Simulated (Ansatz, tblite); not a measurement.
**(H3Si)2S (Si2H6S): one state, many levels**

Aim: run the singlet of (H3Si)2S (Si2H6S) at one geometry on many levels, and compare frontier levels, spin and run time.

The runs use Ansatz 0.2.0, Gaussian basis; as each input shows.

Levels to be run: GFN1-xTB, GFN2-xTB, PBE-D4/def2-TZVP, r2SCAN-D4/def2-TZVP, LDA/def2-TZVP, BHLYP-D4/def2-TZVP, B2PLYP/def2-TZVP, PBE-QIDH/def2-TZVP, ωB97M-V/def2-TZVP, LC-ωPBE/def2-TZVP, B3LYP-D4/def2-TZVP, LC-ωPBE(0.10)/def2-TZVP, LC-ωPBE(0.15)/def2-TZVP, LC-ωPBE(0.20)/def2-TZVP, LC-ωPBE(0.30)/def2-TZVP, PBE-D4/def2-SVP, PBE0-D4/def2-SVP, HF/STO-3G, CCSD(T)/def2-TZVPP, MP2/def2-TZVP, RPA/def2-TZVP.

## (1) The structure

The geometry is that of the singlet, from an earlier relaxation (PBE-D4/def2-TZVP).

9 atoms, charge 0, spin multiplicity 1.

Bond lengths: Si1–H2 1.495 Å, Si1–H3 1.495 Å, Si1–H4 1.492 Å, Si1–S5 2.151 Å, S5–Si6 2.151 Å, Si6–H7 1.495 Å, Si6–H8 1.495 Å, Si6–H9 1.492 Å. Angles: H2–Si1–H3 108.7°, H2–Si1–H4 110.0°, H2–Si1–S5 111.1°, H3–Si1–H4 110.0°, H3–Si1–S5 111.0°, H4–Si1–S5 106.1°, Si1–S5–Si6 97.7°, S5–Si6–H7 111.0°, S5–Si6–H8 111.0°, S5–Si6–H9 106.1°, H7–Si6–H8 108.7°, H7–Si6–H9 110.0°, H8–Si6–H9 110.0°.

Coordinates:

```
atom     x (Å)     y (Å)     z (Å)
 Si1   0.96989  -1.24947   0.35411
  H2   1.52524  -0.42792   1.47297
  H3   1.70825  -0.91283  -0.90165
  H4   1.12362  -2.70109   0.66286
  S5  -1.14110  -0.91001   0.12032
 Si6  -1.04747   1.18769  -0.34555
  H7  -0.25819   1.42470  -1.59294
  H8  -0.42177   1.95811   0.77267
  H9  -2.45847   1.63082  -0.54279
```

PBE0-D4/def2-TZVP was run before; its log isn't repeated, and its numbers join the tables.

## (2) GFN1-xTB

Tight binding, by tblite at 300 K electronic temperature and without a spin-polarisation term:

```python
tblite.interface.Calculator('GFN1-xTB', numbers, positions, charge=0, uhf=0).singlepoint()
```

Energy -292.3269 eV, HOMO -11.87 eV, LUMO -5.83 eV; 0.005 s.

## (3) GFN2-xTB

Tight binding, by tblite at 300 K electronic temperature and without a spin-polarisation term:

```python
tblite.interface.Calculator('GFN2-xTB', numbers, positions, charge=0, uhf=0).singlepoint()
```

Energy -267.0830 eV, HOMO -10.28 eV, LUMO -5.68 eV; 0.003 s.

## (4) PBE-D4/def2-TZVP

start.molden holds the orbitals of an earlier run on this state, given as this run's starting guess.

Input file in.yaml:

```yaml
crystal:
  periodic: [false, false, false]
  atoms:
    - {symbol: Si, position_ang: [0.969888, -1.249465, 0.354106]}
    - {symbol: H, position_ang: [1.525237, -0.427924, 1.472971]}
    - {symbol: H, position_ang: [1.708246, -0.912828, -0.901646]}
    - {symbol: H, position_ang: [1.123617, -2.701088, 0.662860]}
    - {symbol: S, position_ang: [-1.141102, -0.910011, 0.120324]}
    - {symbol: Si, position_ang: [-1.047475, 1.187690, -0.345546]}
    - {symbol: H, position_ang: [-0.258186, 1.424700, -1.592943]}
    - {symbol: H, position_ang: [-0.421769, 1.958109, 0.772666]}
    - {symbol: H, position_ang: [-2.458467, 1.630817, -0.542793]}
basis:
  gaussian: {orbitals: def2-TZVP, initial_orbitals: start.molden}
hamiltonian: {xc: pbe, dispersion: d4}
scf: {omitted_lower_state_checks: [starts]}
output: {orbitals: {seedname: orbitals}}
```

The run is started by

```
> ansatz run in.yaml --threads 2 --pin off --events-out ev --progress --plain --max-ram 4352MiB
```

After this run come: r2SCAN-D4/def2-TZVP; LDA/def2-TZVP; BHLYP-D4/def2-TZVP; B2PLYP/def2-TZVP; PBE-QIDH/def2-TZVP; ωB97M-V/def2-TZVP; LC-ωPBE/def2-TZVP; B3LYP-D4/def2-TZVP; LC-ωPBE(0.10)/def2-TZVP; LC-ωPBE(0.15)/def2-TZVP; LC-ωPBE(0.20)/def2-TZVP; LC-ωPBE(0.30)/def2-TZVP; PBE-D4/def2-SVP; PBE0-D4/def2-SVP; HF/STO-3G; CCSD(T)/def2-TZVPP; MP2/def2-TZVP; RPA/def2-TZVP.

**Question.** What will the summary of the whole plan be? Wanted: gap in def2-TZVP, named functionals, smallest and largest; gap over the ω; correlation energy, CCSD(T)/def2-TZVPP; correlation energy, MP2/def2-TZVP; binding an atom, CCSD(T)/def2-TZVPP; PBE0 total energy, smallest basis above largest.

As calculated:

```
                                                 quantity                              value
gap in def2-TZVP, named functionals, smallest and largest  5.03 eV (LDA), 12.09 eV (LC-ωPBE)
                                  gap over the ω (1/bohr)    8.08 eV at 0.1, 12.09 eV at 0.4
                   correlation energy, CCSD(T)/def2-TZVPP                          -13.95 eV
                        correlation energy, MP2/def2-TZVP                          -11.23 eV
                      binding an atom, CCSD(T)/def2-TZVPP                           2.965 eV
          PBE0 total energy, smallest basis above largest      9.40 eV (def2-SVP, def2-TZVP)
```

Over the named functionals in def2-TZVP the gap runs from 5.03 eV (LDA) to 12.09 eV (LC-ωPBE); exact exchange widens it. Raising the ω (1/bohr) from 0.1 to 0.4 moves the HOMO by -2.39 eV and the LUMO by +1.63 eV. A small miss in a minimal or small basis is a cancelling of errors, not accuracy. The functionals in def2-TZVP miss CCSD(T)/def2-TZVPP by +0.012 (LC-ωPBE) to +0.369 eV (LDA) an atom. CCSD(T)/def2-TZVPP isn't at the basis-set limit; small misses against it rank nothing.
